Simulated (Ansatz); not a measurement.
`F/C(Cl)=C(/F)Cl`. The species carries charge 0 and has multiplicity 1. All single points use the PBE0-D4/def2-TZVP geometry.

```xyz
6

F     0.703   -1.612   -0.017
C     0.521   -0.331    0.245
Cl    1.703    0.372    1.233
C    -0.521    0.331   -0.245
F    -0.703    1.612    0.017
Cl   -1.703   -0.372   -1.233
```

(1) What is the dipole moment at B3LYP/def2-TZVPP? (Estimate.)

(2) Give the Mulliken charges with B3LYP, r2SCAN, ωB97M-V in def2-TZVPP. (An estimate is asked.)

Results:

(1) Computed: 0.00 D, zero by symmetry or nearly so.

(2) Computed: 
```
atom  B3LYP  r2SCAN  ωB97M-V
  F1  -0.16   -0.15    -0.15
  C2   0.18    0.19     0.15
 Cl3  -0.03   -0.03     0.00
  C4   0.18    0.19     0.15
  F5  -0.16   -0.15    -0.15
 Cl6  -0.03   -0.03     0.00
```

B3LYP here is the variant with VWN-RPA as its local correlation; programs differ in this.
